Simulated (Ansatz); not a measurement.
Worked example: building the atomization energy of CH2, triplet

Measured: the G2/97 heats of formation, with zero-point and thermal terms from B3LYP taken off, give an electronic atomization energy of 190.4 kcal/mol (Curtiss et al., J. Chem. Phys. 106, 1063 (1997); Staroverov et al., J. Chem. Phys. 119, 12129 (2003)). The calculation below tries to reproduce it.

Geometry (MP2(full)/6-31G*, from the G2/97 set):

```xyz
3

C     0.0000    0.0000    0.0635
H     0.0000    0.9826   -0.3781
H     0.0000   -0.9826   -0.3781
```

Atomization energies (atoms less molecule, kcal/mol) from Ansatz 0.2.0, frozen cores, unrestricted molecule, unrestricted atoms, sets cc-pVDZ, cc-pVTZ, cc-pVQZ:

```
   level      DZ      TZ      QZ
      HF  151.68  154.74  155.04
 CCSD(T)  177.21  186.64  188.78
   CCSDT  177.25  186.65       –
CCSDT(Q)  177.28  186.67       –
```

Problem. Extrapolate Hartree–Fock with exp(−5.46 √X) and the CCSD(T) correlation part with X⁻³ (X = 3, 4), add each higher step from the largest set that has it, and compare with the measured value.

Solution. Hartree–Fock: 155.04 + (155.04 − 154.74) × 0.301 = 155.13.
Correlation: TZ 31.90, QZ 33.74; (64 × 33.74 − 27 × 31.90) / 37 = 35.08.
Full triples (TZ): 186.65 − 186.64 = 0.01.
(Q) (TZ): 186.67 − 186.65 = 0.02.
Sum: 190.2 kcal/mol, 0.2 below the measured 190.4.

The steps beyond CCSD(T) add 0.03 kcal/mol, while going from QZ to the limit adds 1.43. Core correlation, scalar relativity, spin–orbit terms and the relaxation from this MP2 geometry are missing from the sum, and the measured value has its own uncertainty.
